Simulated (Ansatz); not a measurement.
Start from `[Li][O]C` and change one atom or group to get `COC`.

Ansatz, PBE0-D4/def2-TZVP geometries, multiplicity 1. 

```csv
property,`[Li][O]C`
LUMO energy (B3LYP/def2-TZVPP) / eV,-1.21
HOMO–LUMO gap (B3LYP/def2-TZVPP) / eV,4.27
LUMO energy (PBE0/def2-TZVPP) / eV,-0.95
size of the dipole moment (ωB97M-V/def2-TZVPP) / D,5.15
zero-point energy (PBE0-D4/def2-TZVP) / kJ/mol,108.2
HOMO energy (PBE0/def2-TZVPP) / eV,-5.65
```

Q: What does the change do to each property? (Best estimate.)

A: Computed: 
```csv
property,`COC`,shift
LUMO energy (B3LYP/def2-TZVPP) / eV,1.05,2.26
HOMO–LUMO gap (B3LYP/def2-TZVPP) / eV,8.25,3.98
LUMO energy (PBE0/def2-TZVPP) / eV,1.41,2.36
size of the dipole moment (ωB97M-V/def2-TZVPP) / D,1.22,-3.93
zero-point energy (PBE0-D4/def2-TZVP) / kJ/mol,209.6,101.4
HOMO energy (PBE0/def2-TZVPP) / eV,-7.42,-1.77
```

With PBE0 the HOMO falls by 1.77 eV and the LUMO rises by 2.36 eV, so the gap widens by about 4.13 eV. PBE moves the HOMO by -1.57 eV and ωB97M-V by -1.77 eV. The zero-point energy changes by 101.4 kJ/mol with +9 modes. Dipoles are sizes alone; their direction can turn.

B3LYP here is the variant with VWN-RPA as its local correlation; programs differ in this.
